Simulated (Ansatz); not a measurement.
# Scan of [Br···H···Cl], doublet

Starting geometry:

```yaml
atoms:
  - { symbol: Br, position_ang: [0.0000, 0.0000, -1.6505] }
  - { symbol: H, position_ang: [0.0000, 0.0000, -0.2299] }
  - { symbol: Cl, position_ang: [0.0000, 0.0000, 1.8805] }
```

From there H2 is moved from one fragment to the other while all else, the fragments' distance too, stays fixed, so the hump isn't the reaction's barrier; atoms are numbered as listed. Energies are in kJ/mol, counted from the starting geometry at the same level.

Basis cc-pVTZ; Ansatz 0.2.0. Only valence electrons are correlated (noble-gas cores and the filled d shells of p-block atoms frozen). Prefix R: restricted or restricted open-shell reference; prefix U: unrestricted. No spin–orbit coupling is included, and no scalar relativity.

Unrestricted rows (U) aren't spin-pure: their determinants' ⟨S²⟩ exceeds S(S+1) by up to 0.12, so they mix in states of higher spin. Coupled cluster chose its determinant by trial CCSD, here up to 0.08 eV above the lowest Hartree–Fock solution of its kind. The reference follows the lowest state, whose symmetry changes along the scan.

Full CI isn't at hand for all of this; UCCSDT(Q) serves as the reference, and is uncertain by about the last step of the cluster series. The frozen core follows each run's orbitals, which can shift R against U totals by a few meV for light atoms and by up to 0.1 eV past Ca.

| distance Br1-H2 (Å) | RCCSD |
| --- | --- |
| 1.421 | 0.0 |
| 1.529 | 15.6 |
| 1.746 | 58.7 |
| 1.964 | 21.8 |
| 2.181 | -50.2 |

Problem. Estimate the UCCSDT(Q) curve in cc-pVTZ from this one, knowing how RCCSD errs.

Solution. The computed UCCSDT(Q) values, in kJ/mol from the starting point, and the error of RCCSD against them:
```csv
distance Br1-H2 (Å),UCCSDT(Q),RCCSD less UCCSDT(Q)
1.421,0.0,0.0
1.529,13.5,2.1
1.746,50.0,8.7
1.964,17.1,4.7
2.181,-51.3,1.1
```

The error spans 8.7 kJ/mol and is largest, 8.7 kJ/mol, at 1.746 Å.
